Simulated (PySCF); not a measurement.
# 4-methylimidazole: electronic excitations and core binding energies

Wanted: the electronic excitations and core binding energies of 4-methylimidazole (`Cc1cnc[nH]1`), by calculation.

Computed with PySCF 2.14.0, with density-fitted response routines of our own, on a single molecule in the gas phase. Atoms are numbered from 0 throughout.

## Step 1: The starting structure

12 atoms, charge 0, multiplicity 1; geometry from: GFN2-xTB.

Bonds of the start (Å): C0–C1 1.48, C1–C2 1.37, C2–N3 1.36, N3–C4 1.30, C4–N5 1.36, N5–C1 1.37, C0–H6 1.09, C0–H7 1.09, C0–H8 1.09, C2–H9 1.07, C4–H10 1.07, N5–H11 1.01.

## Step 2: Ultraviolet spectrum: CAM-B3LYP/def2-SVPD

What the job is given:

```
{"job": {"kind": "uv", "xc": "CAM-B3LYP", "basis": "def2-SVPD", "nstates": 8, "ntriplets": 3}, "charge": 0, "multiplicity": 1}
C      1.724773    -0.011104     0.009894
C      0.247168     0.128749     0.048914
C     -0.571418     1.154104     0.432828
N     -1.877106     0.801838     0.286244
C     -1.866444    -0.412761    -0.177610
N     -0.601580    -0.875581    -0.342760
H      2.186252     0.905774     0.364431
H      2.070137    -0.204668    -1.006155
H      2.053843    -0.835202     0.643764
H     -0.302834     2.121723     0.805794
H     -2.737897    -0.992650    -0.407236
H     -0.323697    -1.780909    -0.684134
```

With the program's defaults for keys left out, this is: TDDFT CAM-B3LYP/def2-SVPD, vertical, gas phase, core orbitals frozen in the response.

The run is started by

```
$ OMP_NUM_THREADS=1 python probes_run.py task.json out
```

One launch serves the whole session: the jobs run in the order shown.

**Question.** After this job, these run on its result: delta-SCF UKS SCAN, pcX-2 on the ionised atom, pcseg-1 elsewhere, spin-free X2C. What will the session give for the following? lowest singlet (CAM-B3LYP/def2-SVPD); brightest of those computed; lowest triplet; C1s binding energies; N1s binding energies.

As calculated:

```
                            quantity                                          value
lowest singlet (CAM-B3LYP/def2-SVPD)                    5.93 eV (209 nm), f = 0.001
         brightest of those computed                    state 2, 6.47 eV, f = 0.221
                      lowest triplet                                        4.47 eV
                C1s binding energies  C4 291.49, C0 291.22, C1 291.06, C2 290.32 eV
                N1s binding energies                        N5 406.49, N3 404.05 eV
```

The first singlet state (HOMO→LUMO 0.96) lies at 5.93 eV and is dark; the strongest absorption computed is state 2 at 6.47 eV. The lowest triplet lies 1.45 eV below the lowest singlet (triplets in Tamm-Dancoff, singlets in full TDDFT). The C1s levels computed span 1.17 eV, from C2 (aromatic CH next to a ring nitrogen) up to C4 (aromatic CH between two ring heteroatoms). N5 (pyrrole-type ring nitrogen) binds its N1s electron 2.44 eV more tightly than N3 (pyridine-type nitrogen of an azole).
